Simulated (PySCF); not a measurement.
Species: C3H5NS.
Cartesian coordinates in Å at the PBE0-D3(BJ)/def2-SVP level; atoms count from 1:
```xyz
10
C3H5NS angstrom
N      2.0776    0.7875   -0.2957
C      1.0483    0.3853    0.3173
C     -0.0030   -0.5749   -0.1923
C     -1.3653    0.0412   -0.1910
S     -2.3218    0.2134   -1.4790
H      2.1257    0.3714   -1.2335
H      0.8811    0.7679    1.3402
H      0.2496   -0.9388   -1.1994
H     -0.0249   -1.4396    0.4998
H     -1.7017    0.4095    0.7941
```

Computed, not measured: MP2 and CCSD/aug-cc-pVDZ in PySCF, restricted Hartree–Fock reference, frozen core, non-relativistic, gas phase, PBE0-D3(BJ)/def2-SVP geometry.

E(HF) = -568.47400 Eh.

Task: How large is the problem?

Result: 164 basis functions and 46 electrons; 9 orbitals frozen, which leaves o = 14 correlated occupied and v = 141 virtual orbitals. That is o·v = 1974 singles and o·v(o·v + 1)/2 = 1949325 distinct closed-shell doubles amplitudes before symmetry; the costliest CCSD step grows as o²v⁴ = 7.7 × 10^10.

Task: What are the MP2 and CCSD correlation energies?

Result: MP2 -0.7274 Eh and CCSD -0.7732 Eh, which gives totals of -569.20137 and -569.24725 Eh. That is 0.751 eV for each correlated electron at CCSD (2030 kJ/mol in all, 0.136 % of the total energy); MP2 gives 94.1 % of the CCSD value.

Task: What is the T1 diagnostic?

Result: 0.0157, below the customary warning level of 0.02. It is the norm of the spatial-orbital singles amplitudes over the root of the number of correlated electrons, so the norm is 0.083.

Task: How does correlation change the dipole moment?

Result: HF gives 2.43 D and CCSD (unrelaxed density) 2.02 D, a change of -0.41 D; the two vectors are 9° apart.

No triples correction and no basis-set extrapolation were made.

One conformer stands for the species.
